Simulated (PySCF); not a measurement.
**Reproducing measurements on methylamine**

**Measured values to compare with.**

NIST CCCBDB Release 22 (SRD 101), experimental dipoles lists, for the gas: dipole moment (microwave Stark effect) 1.31 D.

NIST CCCBDB Release 22 (SRD 101), experimental polarizabilities lists, for the gas: mean polarisability 3.754 Å³.

CORE65 (Golze, Keller, Rinke, J. Phys. Chem. Lett. 2020, 11, 1840), as tabulated in Jana, Herbert, J. Chem. Phys. 2023, 158, 094111, SI lists, for the gas: N 1s binding energy of N2 405.17 eV.

Jolly, The use of core electron binding energies as bench marks for the comparison of valence shell ionization potentials, LBL-11396 (1980); values from Bakke, Chen, Jolly 1980 lists, for the gas: N 1s binding energy of N2 405.17 eV.

How close the calculation comes is told at the end.

Species: methylamine, CH5N.
Atom-mapped SMILES: `[CH3:1][NH2:2]` (hydrogens: H3, H4, H5 on C1; H6, H7 on N2)

Geometry (PBE0-D3(BJ)/def2-TZVP, Å), atoms numbered from 1 in this order:
```
atom  x, y, z in Å
C1    -0.4164   -0.2639   -0.2862
N2     0.7666    0.0920    0.4796
H3    -0.1253   -0.8838   -1.1368
H4    -1.0001    0.5846   -0.6731
H5    -1.0807   -0.8680    0.3355
H6     1.3787    0.6849   -0.0664
H7     0.5098    0.6210    1.3033
```

The PySCF runs (gas phase, on this PBE0-D3(BJ)/def2-TZVP geometry; non-relativistic but for the core-level run):

```json
{"level": "PBE0-D3(BJ)/def2-TZVP, grid level 2", "job": "geometry optimisation from a GFN2-xTB start shaken at random", "basis functions": "92", "wall time": "24 s"}
{"level": "KT3/pcSseg-2", "job": "shieldings", "basis functions": "142", "wall time": "10 s"}
{"level": "PBE0/pcSseg-2", "job": "shieldings, charges and field gradients", "basis functions": "142", "wall time": "10 s"}
{"level": "wB97X-D/pcSseg-2", "job": "shieldings", "basis functions": "142", "wall time": "9.6 s"}
{"level": "PBE0/aug-cc-pVTZ", "job": "10 singlets by full TDDFT, 4 Tamm–Dancoff triplets, polarisability, dynamic polarisability", "basis functions": "207", "wall time": "16 s"}
{"level": "B3LYP/pcJ-2", "job": "spin–spin couplings from 7 perturbed nuclei", "basis functions": "222", "wall time": "18 s"}
{"level": "B97-2/pcJ-2", "job": "spin–spin couplings from 7 perturbed nuclei", "basis functions": "222", "wall time": "18 s"}
{"level": "PBE0/pcJ-2", "job": "spin–spin couplings from 7 perturbed nuclei", "basis functions": "222", "wall time": "18 s"}
{"level": "CAM-B3LYP/aug-cc-pVTZ", "job": "10 singlets by full TDDFT, 4 Tamm–Dancoff triplets, polarisability", "basis functions": "207", "wall time": "16 s"}
{"level": "wB97X-D/aug-cc-pVTZ", "job": "10 singlets by full TDDFT, 4 Tamm–Dancoff triplets, polarisability, ΔSCF ions", "basis functions": "207", "wall time": "30 s"}
{"level": "delta-SCF UKS SCAN, pcX-3 on the ionised atom, pcseg-2 elsewhere, spin-free X2C", "job": "ΔSCF core ionisation, 2 holes", "basis functions": "184", "wall time": "19 s"}
```

Hardware: one thread, Arm Neoverse N1 (aarch64) (shared host).

**Comparison with experiment**

**Dipole moment.** Measured: 1.31 D (NIST CCCBDB Release 22 (SRD 101), experimental dipoles).

```tsv
level	computed (D)	computed − measured (D)	% (from the printed values)
PBE0-D3(BJ)/def2-TZVP	1.35	+0.04	+3
KT3/pcSseg-2	1.24	-0.07	-5
PBE0/pcSseg-2	1.34	+0.03	+2
wB97X-D/pcSseg-2	1.38	+0.07	+5
PBE0/aug-cc-pVTZ	1.30	-0.01	-1
B3LYP/pcJ-2	1.34	+0.03	+2
B97-2/pcJ-2	1.33	+0.02	+2
PBE0/pcJ-2	1.34	+0.03	+2
```

8 of the 11 levels run are shown, the closest and the furthest among them. The computed dipoles belong to one fixed geometry; measured ones are averaged over vibrations unless marked μe. Magnitudes are compared, not signs.

**Mean polarisability.** Measured: 3.754 Å³ (NIST CCCBDB Release 22 (SRD 101), experimental polarizabilities).

| level | computed (Å³) | computed − measured (Å³) | % (from the printed values) |
| --- | --- | --- | --- |
| CAM-B3LYP/aug-cc-pVTZ | 3.830 | +0.076 | +2 |
| PBE0/aug-cc-pVTZ | 3.844 | +0.090 | +2 |
| wB97X-D/aug-cc-pVTZ | 3.828 | +0.074 | +2 |

All 3 levels lie above the measurement. The computed values are static and purely electronic, with core orbitals frozen in the response (1 au = 0.148185 Å³). The table of measured values doesn't say here whether a value is static or optical, or holds a vibrational part.

**Core binding energies.** PySCF, delta-SCF UKS SCAN, pcX-3 on the ionised atom, pcseg-2 elsewhere, spin-free X2C.

```json
{"level and atom": "N 1s, N2", "computed (eV)": "405.07", "measured (eV)": "405.17 and 405.17", "computed − measured (eV)": "-0.10"}
```

Sources, in the order of the opening: CORE65 (Golze, Keller, Rinke, J. Phys. Chem. Lett. 2020, 11, 1840), as tabulated in Jana, Herbert, J. Chem. Phys. 2023, 158, 094111, SI; Jolly, The use of core electron binding energies as bench marks for the comparison of valence shell ionization potentials, LBL-11396 (1980); values from Bakke, Chen, Jolly 1980. The computed values are vertical, without vibrational structure; measured positions hang on the energy calibration. 

No measured geometry was used, and the causes of the misses weren't examined.
